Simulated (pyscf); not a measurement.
PySCF, gas phase, ωB97X-D3(BJ)/def2-SVP geometries.

**Question.** HO–Zr(OH)(F)–F (SMILES [OH][Zr]([OH])([F])[F]) + NH₃ (SMILES N) → H₂O (SMILES O) + H₂N–Zr(OH)(F)–F (SMILES [NH2][Zr]([OH])([F])[F])
Surface: singlet. Broken: O–Zr, H–N. Formed: H–O, N–Zr. Give ΔE‡ and ΔE from ωB97M-D3(BJ)/def2-TZVP, relative to the separated reactants.

**Answer.** ΔE‡ = 9.6 kcal/mol, ΔE = +18.0 kcal/mol. Zero-point energy shifts the barrier by -0.3 kcal/mol. It is a four-centre exchange, with an imaginary mode of 838i cm⁻¹. On the reactant side the descent ends in an adduct with a N–Zr contact, 22.3 kcal/mol under the separated species and 29.4 kcal/mol under the saddle at ωB97X-D3(BJ)/def2-TZVP. On the product side the descent ends in an adduct with a O–Zr contact, 16.6 kcal/mol under the separated species and 6.4 kcal/mol under the saddle at ωB97X-D3(BJ)/def2-TZVP. At ωB97M-D3(BJ) the saddle lies under the separated products, which points to a path from their complex (located at ωB97X-D3(BJ) alone), and parting the products costs more than the saddle. What is counted as formed (N–Zr) is already present as a longer contact in the reactant adduct; forming that adduct is a step of its own. What is counted as broken (O–Zr) persists as a longer contact in the product adduct; parting that adduct is a step of its own. At ωB97X-D3(BJ)/def2-TZVP the barrier from the zero used here is 7.1 kcal/mol. This is the saddle that the search found; another between the same sides may lie lower. Elements past Kr carry the def2 core potentials, without spin-orbit coupling.
